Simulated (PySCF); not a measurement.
Zinc-blende BP: MP2 at its full settings () and at cheaper ones, in a cell of 2 atoms.

| level and setting | lattice parameter a (Å) | bulk modulus (GPa) |
|---|---|---|
| MP2 (PySCF) | 4.499 | 182 |
| MP2/6-31G* (PySCF) | 4.516 | 182 |
| MP2/6-31G* (2×2×2 k mesh) (PySCF) | 4.640 | 161 |
| MP2/GTH-DZVP (PySCF) | 4.504 | 178 |
| MP2/GTH-DZVP (2×2×2 k mesh) (PySCF) | 4.636 | 154 |
| MP2/GTH-SZV (PySCF) | 4.707 | 137 |
| MP2/STO-3G (PySCF) | 4.525 | 237 |
| MP2/STO-3G (2×2×2 k mesh) (PySCF) | 4.614 | 223 |

Largest shifts from the full settings: lattice constant a +4.62 % (MP2/GTH-SZV), against a difference of -0.57 % of the full result from the reference 4.525 Å (measured, static lattice: zero-point anharmonic expansion removed; as tabulated in Mejia-Rodriguez and Trickey (2018), arXiv:1807.09216); bulk modulus +30 % (MP2/STO-3G), against a difference of +3.4 % of the full result from the reference 176 GPa (measured, 0 K, zero-point effect removed, our sources range from 168 to 176; as tabulated in Goldzak et al. (2022), arXiv:2208.04865).

The full settings aren't shown to be converged themselves.

Run with cheap settings on purpose, which may leave them unconverged: MP2/6-31G*, MP2/6-31G* (2×2×2 k mesh), MP2/GTH-DZVP, MP2/GTH-DZVP (2×2×2 k mesh), MP2/GTH-SZV, MP2/STO-3G, MP2/STO-3G (2×2×2 k mesh).
